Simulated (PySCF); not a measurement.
Gas-phase reaction: 3 H3SiSiCl3 + 3 SiH2Cl2 = i-Si4H10 + 5 SiHCl3

Method: PySCF energies plus ideal-gas RRHO corrections (1 bar). † marks an energy on the PBE0/def2-TZVP geometry and frequencies; other levels use their own. MP2 and CCSD(T) freeze the core. 6-31G* has spherical d functions here. All species are closed-shell singlets. H3SiSiCl3: computed as isolated molecules; such fragments, hydroxides, amides, oligomers or adducts are transient or little studied in the gas. MP2 isn't extrapolated to the basis-set limit; its ΔH°(298 K) is -36.0 kJ in def2-SVP and -22.3 kJ in def2-TZVPP. CCSD(T) isn't extrapolated to the basis-set limit. The harmonic model lacks anharmonicity and excited electronic states, which grow with temperature; levels with a mode under 35 cm⁻¹ are left out. Internal rotation in H3SiSiCl3, i-Si4H10 is treated as a harmonic vibration of one conformer, which makes the entropy rough.

```tsv
level	ΔE electronic, kJ	ΔH°(298 K), kJ	ΔS°(298 K), J/K	ΔG°(1000 K), kJ
CCSD(T)/def2-SVP†	-33	-33	-9	-23
HF/6-31G*	4	3	-2	5
M06-2X/def2-TZVP†	-11	-11	-9	-1
MP2/def2-TZVPP†	-22	-22	-9	-12
PBE0/def2-TZVP	-22	-22	-9	-11
r2SCAN/def2-TZVP†	-23	-23	-9	-13
LDA/def2-TZVP†	-24	-24	-9	-14
ωB97M-V/def2-TZVP†	-18	-18	-9	-8
```
ΔH° is lowest at CCSD(T)/def2-SVP† and highest at HF/6-31G*. No reference value is set beside these.
